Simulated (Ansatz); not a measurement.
## Cost against result

The pair of NH3 (SMILES N, atoms 1–4) and SiH4O (SMILES [SiH3]O, atoms 5–10), both closed shells, in one local arrangement (a lower one may exist), relaxed at PBE0-D4/def2-TZVP:

N1  (-0.173, 0.156, -1.985)
H2  (-0.832, 0.722, -2.506)
H3  (0.758, 0.419, -2.284)
H4  (-0.320, -0.809, -2.257)
Si5  (0.213, -0.196, 1.848)
O6  (-0.636, 0.634, 0.731)
H7  (1.684, 0.038, 1.739)
H8  (-0.242, 0.256, 3.187)
H9  (0.004, -1.672, 1.747)
H10  (-0.457, 0.451, -0.219)
(Å)

Interaction energies are counterpoise-corrected; the time is that of the whole pair.

Ansatz 0.2.0; basis: as named in each row; cores frozen in the correlated methods. B3LYP uses VWN-RPA correlation. Extrapolation: Hartree–Fock as exp(−7.88 √X), correlation as X^−2.97.

Times are rough, for one single point on 4 threads of a shared host (Arm Neoverse V1).

The estimate by CCSD(T) at an estimated basis limit (MP2 extrapolated from triple and quadruple zeta, plus CCSD(T) − MP2 in triple zeta) is -9.25 kcal/mol.

```
   method        basis  time (s)  interaction energy (kcal/mol)  method less estimate
       HF       STO-3G   under 1                          -1.62                  7.63
   PBE-D4       STO-3G   under 1                         -11.10                 -1.84
    SPW92     def2-SVP   under 1                         -15.74                 -6.49
   PBE-D4     def2-SVP   under 1                         -12.24                 -2.99
 B3LYP-D4        6-31G   under 1                         -14.48                 -5.22
  PBE0-D4     def2-SVP   under 1                         -11.90                 -2.64
  CCSD(T)     def2-SVP         1                          -8.63                  0.62
   PBE-D4  def2-TZVPPD         2                         -10.56                 -1.31
revPBE-D4  def2-TZVPPD         2                          -9.73                 -0.48
  BLYP-D4  def2-TZVPPD         2                          -9.68                 -0.43
  PBE0-D4  def2-TZVPPD         2                         -10.31                 -1.06
 HSE06-D4  def2-TZVPPD         2                         -10.30                 -1.04
  wB97M-V     def2-SVP         2                         -10.77                 -1.52
 B3LYP-D4  def2-TZVPPD         2                          -9.82                 -0.57
r2SCAN-D4  def2-TZVPPD         3                         -10.07                 -0.81
   B2PLYP  def2-TZVPPD         4                          -8.71                  0.55
  wB97X-V  def2-TZVPPD         6                          -9.28                 -0.03
   B97M-V  def2-TZVPPD         6                          -9.42                 -0.16
  wB97M-V  def2-TZVPPD         6                          -9.23                  0.02
      MP2  def2-QZVPPD        12                          -9.21                  0.04
  CCSD(T)  def2-TZVPPD        61                          -8.70                  0.55
```

The T1 diagnostic stays at or below 0.012.
